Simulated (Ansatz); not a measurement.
Geometry optimisation, RKS PBE0-D4/def2-SVP in Ansatz 0.2.0.

Input:

```yaml
crystal:
  periodic: [false, false, false]
  atoms:
    - { symbol: B, position_ang: [-0.0741, -0.231987, 0.151547] }
    - { symbol: O, position_ang: [-0.056064, -0.442339, 1.506777] }
    - { symbol: H, position_ang: [-0.926017, -0.597278, 1.892169] }
    - { symbol: H, position_ang: [0.967246, -0.078733, -0.427411] }
    - { symbol: Cl, position_ang: [-1.587649, -0.270276, -0.758243] }
    - { symbol: H, position_ang: [-0.142319, 2.126758, 0.578058] }
    - { symbol: H, position_ang: [-0.008997, 1.755156, 1.177703] }
basis:
  gaussian: { orbitals: def2-SVP }
hamiltonian:
  xc: pbe0
  dispersion: d4
relax:
  f_tol: 0.03
  max_steps: 50
output:
  orbitals: {}
```

Run as:

```bash
$ ansatz run input.yaml --threads 1 --pin off --max-ram 2048MiB --backend cpu --events-out ev --progress --plain --runs-dir out
```

Problem. Where does it end, and by what steps?

Solution. The run converged. The force dipped under the threshold on the way, but the program's further checks kept it going. After 20 steps the energy has fallen by 0.213 eV; H7 moved furthest, 0.83 Å.

```csv
step,energy less start (eV),largest force component (eV/Å),accepted
0,0.0000,1.397,yes
1,-0.1498,0.583,yes
2,-0.1921,0.280,yes
3,-0.2023,0.297,yes
4,-0.2026,0.324,yes
5,-0.2081,0.086,yes
6,-0.2091,0.059,yes
7,-0.2094,0.084,yes
8,-0.2098,0.049,yes
9,-0.2107,0.073,yes
10,-0.2110,0.067,yes
11,-0.2092,0.226,no
12,-0.2118,0.013,yes
13,-0.2117,0.155,no
14,-0.2120,0.036,yes
15,-0.2119,0.150,no
16,-0.2122,0.037,yes
17,-0.2125,0.043,yes
18,-0.2126,0.074,yes
19,-0.2113,0.199,no
20,-0.2129,0.027,yes
```

```xyz
7
Properties=species:S:1:pos:R:3
B -0.043 -0.539 0.138
O -0.052 -0.831 1.443
H -0.932 -0.796 1.840
H 0.998 -0.540 -0.462
Cl -1.545 -0.160 -0.721
H -0.370 2.558 0.648
H 0.115 2.569 1.234
```

Whether the end is a true minimum wasn't checked by a vibrational analysis.

The run took 42 s on 1 thread of AMD EPYC 7R43 64-Core Processor (Zen 3), with other jobs on the host, peak memory 0.15 GiB.
